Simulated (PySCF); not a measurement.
**Spin states of BN⁺**

Unrestricted PBE0; PySCF, no relativity, basis sets B cc-pVTZ, N cc-pVTZ. Outer shells of the fragments: B+ 2s2; N 2s2 2p3.

Followed along the bond (rough minima from three points):

```json
{"2Ms+1": "4", "unpaired": "σ ↑, π ↑↑", "⟨S²⟩ at the start": "3.76", "R at minimum (Å)": "1.44", "Te (eV)": "0.00"}
{"2Ms+1": "2", "unpaired": "σ ↓, π ↑↑", "⟨S²⟩ at the start": "1.76", "R at minimum (Å)": "1.45", "Te (eV)": "0.31"}
{"2Ms+1": "2", "unpaired": "σ ↑, π ↑↓", "⟨S²⟩ at the start": "1.76", "R at minimum (Å)": "1.44", "Te (eV)": "0.63"}
```

Solutions found at the starting distance of 1.570 Å, counted from the lowest of them; the search is not exhaustive and high or unbound solutions are not listed, so other states can lie among these:

```csv
2Ms+1,unpaired,term,E (eV),⟨S²⟩,⟨Lz²⟩,μ (D)
4,"σ ↑, π ↑↑",⁴Σ⁻,0.00,3.76,0.00,-2.99
2,"σ ↓, π ↑↑",mixed,0.30,1.76,0.00,-3.11
2,"σ ↑, π ↑↓",mixed,0.64,1.76,2.01,-2.99
2,π ↑,²Π,1.94,0.79,1.02,-4.25
2,σ ↑,mixed,2.16,0.76,2.00,-2.81
4,"σ ↑↑, π ↑",⁴Π,2.64,3.75,1.03,-2.49
4,π ↑↑↑,⁴Π,4.29,3.91,1.00,-3.36
2,π ↑,²Π,4.46,0.75,1.00,1.17
```

A term symbol is given only where ⟨S²⟩ and ⟨Lz²⟩ are close to those of a pure state; real π, δ and φ orbitals otherwise mix terms. A positive dipole points towards N; it is taken about the centre of mass and depends on that origin.
